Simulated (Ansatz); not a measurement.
## CHMgO: where a starting geometry ends

The starting geometry of this gas-phase doublet was optimised with GFN2-xTB.

```
atom    x (Å)    y (Å)    z (Å)
   C   0.0257  -1.2584  -0.1013
  Mg   0.4670   1.2802   0.1045
   O   0.6980  -0.6034  -0.7839
   H  -0.5691   0.5708   1.2327
```

Question: Predict what becomes of its bonds when it is optimised with PBE0-D3(BJ)/def2-SVP.

Answer: It loosens into HMg + CO, which stay close as a complex. Distances that change by over a tenth: C1–Mg2 (2.58 → 4.10 Å). Contacts that open: Mg2–O3 (2.10 → 3.07 Å).

The energy falls by 0.42 eV over 21 steps:

```csv
step,E − E(last) (eV)
1,0.424
3,0.162
5,0.057
8,0.018
10,0.003
12,0.001
14,0.001
17,0.000
19,0.000
21,0.000
```

Final geometry (Å):

```xyz
4

C     0.2685   -2.0655   -0.6701
Mg    0.4268    1.9023    0.3455
O     0.5604   -0.9750   -0.7169
H    -0.6340    1.1275    1.4935
```

The end wasn't checked by frequencies. Open shells are spin-unrestricted. Run with Ansatz 0.2.0, 61 s on 1 thread of Arm Neoverse V1 (shared host).
